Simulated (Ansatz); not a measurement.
# SiH3+ (singlet): from Hartree-Fock to the top rungs at distance Si1–H3 = 2.050 Å, cc-pVDZ

An exercise on one series of results from a longer session: the logs are not shown, and one member is left open.

Program: Ansatz 0.2.0, Gaussian basis. Level of theory: cc-pVDZ, core rule «outside noble gas», up to 5 orbitals frozen. These are calculated values, not measurements.

To be run: UHF; CCSD(T) on RHF; BCCD(T) on RHF; CISD; CCSDT(Q) on RHF; CCSDTQ on RHF; CASSCF and MRCISD+Q, 2 electrons in 2 orbitals; CASSCF and NEVPT2, 2 electrons in 2 orbitals; CASSCF and MRCISD+Q, 6 electrons in 7 orbitals; CASSCF and NEVPT2, 6 electrons in 7 orbitals; Full CI.

26 further runs of the same task are left out: 6 for a known fault of the program, 1 for a mislabelled method, 15 that didn't finish, 4 set aside as unsound or not needed.

**What is computed**

The geometry derives from a PBE0/def2-TZVP stationary point (not a proven minimum). One bond is set to the value named and the two fragments are kept rigid.

4 atoms, charge 1, spin multiplicity 1.

Atoms are counted from 1 here; the program's logs count them from 0.

Bond lengths: Si1–H2 1.472 Å, Si1–H4 1.472 Å. Angles: H2–Si1–H4 120.0°.

The first run:

File in.yaml:

```yaml
crystal:
  periodic: [false, false, false]
  atoms:
    - {symbol: Si, position_ang: [0.009520, -0.016127, 0.000037]}
    - {symbol: H, position_ang: [1.481463, -0.001899, -0.000059]}
    - {symbol: H, position_ang: [-1.032593, 1.749231, -0.004009]}
    - {symbol: H, position_ang: [-0.714130, -1.297977, 0.003038]}
basis:
  gaussian: {orbitals: cc-pVDZ}
total_charge: 1
magnetization: {spin_polarized: true, initial_magnetization: 0}
hamiltonian: {xc: hf}
output: {orbitals: {seedname: orbitals}}
```

The run is started by

```
$ ansatz run in.yaml --threads 1 --pin off --events-out ev --progress --plain --max-ram 2393MiB
```

Steps of the session up to this table: UHF; CCSD(T) on RHF; BCCD(T) on RHF; CISD; CCSDT(Q) on RHF; CCSDTQ on RHF; CASSCF and MRCISD+Q, 2 electrons in 2 orbitals; CASSCF and NEVPT2, 2 electrons in 2 orbitals; CASSCF and MRCISD+Q, 6 electrons in 7 orbitals; CASSCF and NEVPT2, 6 electrons in 7 orbitals; Full CI.

One table of the session follows, with a row left open; its other results are not shown here.

```
          method  from FCI (meV)
             RHF         +3293.8
            RMP2          +886.3
            CISD          +227.3
           RCCSD           +87.3
        RCCSD(T)           +24.1
         BCCD(T)           +23.3
          RCCSDT            +3.2
       RCCSDT(Q)            +0.8
         RCCSDTQ             0.0
     CASSCF pair         +2477.3
     NEVPT2 pair          +663.1
     MRCISD pair          +115.4
   MRCISD+Q pair           -13.0
  CASSCF valence               ?
  NEVPT2 valence          +494.8
  MRCISD valence           +54.3
MRCISD+Q valence            +9.0
             FCI               0
```

Estimate the missing values for CASSCF valence.

As computed: from FCI (meV): +1516.6. In the column «from FCI (meV)» it lies between RMP2 (+886.3) and CASSCF pair (+2477.3).

To keep in mind: MRCISD+Q pair falls below full CI: the +Q correction isn't variational, and the cores differ from full CI's.
